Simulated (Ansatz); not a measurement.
# O2F (doublet): from a generated start to a stationary point

Where does this start of O2F (doublet) end when it is relaxed?

Computed with Ansatz 0.2.0, Gaussian basis. Level: UKS PBE0/def2-TZVP.

## (1) The system as given

3 atoms, charge 0, spin multiplicity 2.

Atoms are counted from 1 here; the program's logs count them from 0.

Bond lengths: O2–O3 1.194 Å.

As a file:

```xyz
3
FO2
F    -1.1487   -0.2663   -0.0028
O     0.2044    0.5162    0.0044
O     1.1596   -0.1999   -0.0011
```

The start was built by rule and, where that kept it together, relaxed with GFN2-xTB. Sticks and bond lists go by distance. 

## (2) The run

File in.yaml:

```yaml
crystal:
  periodic: [false, false, false]
  atoms:
    - {symbol: F, position_ang: [-1.148676, -0.266350, -0.002777]}
    - {symbol: O, position_ang: [0.204386, 0.516170, 0.004446]}
    - {symbol: O, position_ang: [1.159603, -0.199893, -0.001149]}
basis:
  gaussian: {orbitals: def2-TZVP}
magnetization: {spin_polarized: true, initial_magnetization: 1}
hamiltonian: {xc: pbe0}
relax: {f_tol: 0.004, max_steps: 80}
```

The run is started by

```bash
$ ansatz run in.yaml --threads 1 --pin off --events-out ev --progress --plain --max-ram 2176MiB
```

Q: Predict the outcome of this session. Wanted: energy gained; shift from the start; total energy; dipole moment; ⟨S²⟩.

As calculated:

| quantity | value |
| --- | --- |
| steps | 5 |
| energy gained | 0.011 eV |
| shift from the start (rms) | 0.016 Å |
| total energy | -6800.8536 eV |
| dipole moment | 1.60 D |
| ⟨S²⟩ | 0.791 |

In words: The bonds of the start are those of the end. O2–O3 went from 1.194 to 1.181 Å. No vibrations were run, so this is a stationary point, not a proven minimum, and this spin need not be the ground state's.
